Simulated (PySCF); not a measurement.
Gas-phase reaction: AlH + 2 C4H8 (isobutene) = AlH(CH3)2 + 2 C3H5 (allyl)

Energies from PySCF, thermal terms from the rigid-rotor harmonic-oscillator model, ideal gas at 1 bar. S°(298 K) at PBE0/def2-TZVP differs from the NASA 1993 table for C3H5 (allyl) (-17 J/mol/K); whether the harmonic model or the table's entry is off was not settled. † marks an energy on the PBE0/def2-TZVP geometry and frequencies; other levels use their own. MP2 and CCSD(T) freeze the core. 6-31G* has spherical d functions here. Open shells (unrestricted): C3H5 (allyl) (multiplicity 2); the rest are closed-shell singlets. Methyl groups turn as free rotors in AlH(CH3)2. AlH(CH3)2: computed as isolated molecules; such fragments, hydroxides, amides, oligomers or adducts are transient or little studied in the gas. MP2 isn't extrapolated to the basis-set limit; its ΔH°(298 K) is 189.5 kJ in def2-SVP and 177.9 kJ in def2-TZVPP. CCSD(T) isn't extrapolated to the basis-set limit. The harmonic model lacks anharmonicity and excited electronic states, which grow with temperature; levels with a mode under 35 cm⁻¹ are left out. Internal rotation in C4H8 (isobutene) is treated as a harmonic vibration of one conformer, which makes the entropy rough. Warning, spin contamination: C3H5 (allyl) (CCSD(T)/def2-SVP†, HF/6-31G*, MP2/def2-SVP†, MP2/def2-TZVPP†).

| level | ΔE electronic, kJ | ΔH°(298 K), kJ | ΔS°(298 K), J/K | ΔG°(800 K), kJ |
|---|---|---|---|---|
| CCSD(T)/def2-SVP† | 177 | 151 | 59 | 100 |
| HF/6-31G* | 36 | 0 | 61 | -54 |
| M06-2X/def2-TZVP† | 154 | 128 | 59 | 78 |
| MP2/def2-SVP† | 216 | 189 | 59 | 139 |
| MP2/def2-TZVPP† | 204 | 178 | 59 | 127 |
| PBE/def2-TZVP† | 124 | 98 | 59 | 48 |
| PBE0/def2-QZVP† | 119 | 92 | 59 | 42 |
| PBE0/def2-TZVP | 122 | 96 | 59 | 46 |
| LDA/def2-TZVP† | 180 | 154 | 59 | 104 |
| ωB97X-V/def2-TZVP† | 138 | 111 | 59 | 61 |
ΔH° is lowest at HF/6-31G* and highest at MP2/def2-SVP†. No reference value is set beside these.
